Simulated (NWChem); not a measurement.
# An input for PHF2 (difluorophosphine)

PHF2: 4 atoms, total charge 0, spin state singlet. SMILES: `FPF`. The coordinates come from a GFN2-xTB relaxation.

```xyz
4

F     1.2007    0.6039   -0.2440
P    -0.0208   -0.4330   -0.4600
F    -1.1772    0.6655   -0.1956
H    -0.0027   -0.8363    0.8997
```

Settings wanted:

* task: gradient
* method: MP2
* basis set: 3-21G
* reference: RHF
* frozen core orbitals: 7
* SCF convergence threshold: 1e-08
* iteration cap: 80
* symmetry: none
* module: mp2
* d and f functions: spherical

Task: Write the NWChem 7.3.0 input and the command.

Result: This one ran through:

geom.xyz:
```
4
difluorophosphine
F      1.200700     0.603880    -0.244050
P     -0.020800    -0.433020    -0.460000
F     -1.177160     0.665480    -0.195640
H     -0.002740    -0.836340     0.899690
```

geom.nw:
```
START geom
TITLE "difluorophosphine"
memory total 2200 mb

GEOMETRY noautosym nocenter noautoz
 load format xyz geom.xyz
END

BASIS spherical bse
 * library 3-21G
END

SCF
 thresh 1e-08
 maxiter 80
 print medium
END

MP2
 freeze core 7
 tight
END

TASK mp2 gradient
```

```bash
$ nwchem geom.nw > geom.out
```

Calculated total energy: -537.68285 Eh, largest force 1.909 eV/Å. The shape is far from stationary at this level.
